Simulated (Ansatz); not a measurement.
Rock-salt MgS, treated with PBE (plane waves, PAW; Ansatz, an electronic-structure program).

Numerical settings: plane-wave cutoff 520 eV, 12×12×12 k mesh, perturbation theory, force constants from a 4×4×4 q mesh, scalar-relativistic PAW data made under PBE.

Computed at the level's own relaxed cell. Harmonic vibrational thermodynamics at fixed volume:

```tsv
T (K)	S_vib (J/K per mol of atoms)	C_V (J/K per mol of atoms)	F_vib (eV/atom)
0	0.00	0.00	0.0403
200	17.59	20.28	0.0260
300	26.36	22.68	0.0030
500	38.36	24.09	-0.0650
600	42.77	24.35	-0.1071
800	49.82	24.60	-0.2034
900	52.72	24.67	-0.2566
```

The crystal is taken as a harmonic solid at every temperature: melting, phase changes and thermal expansion are not seen.

At Γ the run gives TO 224 cm⁻¹ and LO 389 cm⁻¹.

Measured, for comparison: zone-centre TO phonon frequency 240 cm⁻¹ (temperature not stated, no zero-point or thermal correction; as tabulated in Chmeruk and Núñez-Valdez (2023), arXiv:2212.11645). Computed (rounded) less measured: zone-centre TO phonon frequency -7 %.
